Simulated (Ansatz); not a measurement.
# BH₄PS: how energies converge with the basis set

One table from this session's results is given with a row withheld; the runs are named, their logs left out.

Computed with Ansatz 0.2.0, Gaussian basis. Level: one geometry, several basis sets.

Levels to be run: PBE0-D4/def2-SVP; ωB97M-V/def2-SVP; PBE0-D4/def2-QZVPP; ωB97M-V/def2-QZVPP; the functionals' def2-TZVPP values are taken from earlier runs.

**The geometry**

An earlier PBE0-D4 in a triple-zeta def2 set relaxation fixed the geometry.

SMILES `PBS`, 7 atoms, charge 0, spin multiplicity 1.

Atoms are counted from 1 here; the program's logs count them from 0.

Bond lengths: P1–B2 1.891 Å, P1–H4 1.416 Å, P1–H5 1.415 Å, B2–S3 1.773 Å, B2–H6 1.194 Å, S3–H7 1.346 Å. Angles: B2–P1–H4 100.3°, B2–P1–H5 98.7°, H4–P1–H5 97.0°, P1–B2–S3 125.8°, P1–B2–H6 119.3°, S3–B2–H6 114.4°, B2–S3–H7 99.7°.

As a file:

```xyz
7

P    -0.6974    0.3379   -1.1011
B     0.4206    0.5192    0.4137
S     1.5730   -0.6913    1.0042
H    -1.1014   -1.0118   -0.9590
H    -1.8709    0.9254   -0.5719
H     0.4825    1.5731    0.9706
H     1.2547   -1.7205    0.1978
```

The first run:

The input, in.yaml:

```yaml
crystal:
  periodic: [false, false, false]
  atoms:
    - {symbol: P, position_ang: [-0.697364, 0.337898, -1.101059]}
    - {symbol: B, position_ang: [0.420569, 0.519180, 0.413661]}
    - {symbol: S, position_ang: [1.573026, -0.691304, 1.004200]}
    - {symbol: H, position_ang: [-1.101357, -1.011831, -0.958982]}
    - {symbol: H, position_ang: [-1.870877, 0.925381, -0.571904]}
    - {symbol: H, position_ang: [0.482532, 1.573113, 0.970599]}
    - {symbol: H, position_ang: [1.254671, -1.720537, 0.197786]}
basis:
  gaussian: {orbitals: def2-SVP}
hamiltonian: {xc: pbe0, dispersion: d4}
output: {orbitals: {seedname: orbitals}}
```

Run with:

```bash
ansatz run in.yaml --threads 2 --pin off --events-out ev --progress --plain --max-ram 4352MiB
```

Steps of the session up to this table: PBE0-D4 in def2-SVP; ωB97M-V in def2-SVP; PBE0-D4 in def2-QZVPP; ωB97M-V in def2-QZVPP.

One of the session's tables, all rows but one given; the rest of the session is left out.

It belongs to the step «Functionals by basis». 

```
functional       basis  HOMO (eV)
   PBE0-D4    def2-SVP      -7.32
   PBE0-D4  def2-TZVPP      -7.40
   PBE0-D4  def2-QZVPP          ?
   ωB97M-V    def2-SVP      -9.37
   ωB97M-V  def2-TZVPP      -9.48
   ωB97M-V  def2-QZVPP      -9.50
```

**Question.** Estimate the row for PBE0-D4, def2-QZVPP.

The run gave: HOMO (eV): -7.42. In the column «HOMO (eV)» it lies between ωB97M-V, def2-SVP (-9.37) and PBE0-D4, def2-TZVPP (-7.40).
